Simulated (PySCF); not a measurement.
CH3, SMILES [CH3], multiplicity 2.

Geometry: TPSSh-D3(BJ)/def2-TZVPD. The isomer is the one that the SMILES or the coordinates give; other isomers of the formula were not compared.

The numbers are results of PySCF with M06-2X/def2-TZVPD, not measurements.

Computed frontier levels, dipole moment and polarisability:
```yaml
"α spin, highest occupied and lowest empty level": -7.80 and 0.87 eV
"β spin, highest occupied and lowest empty level": -12.98 and -1.07 eV
dipole_moment: 0.00 D
quadrupole, principal values (traceless, Buckingham form, about the centre of nuclear charge): -1.93, 0.96, 0.96 D·Å
mean_static_polarisability: 16.1 bohr³ (2.39 Å³)
polarisability_principal_values: 16.0, 16.0, 16.5 bohr³
"⟨S²⟩": 0.755 (pure state 0.75)
```
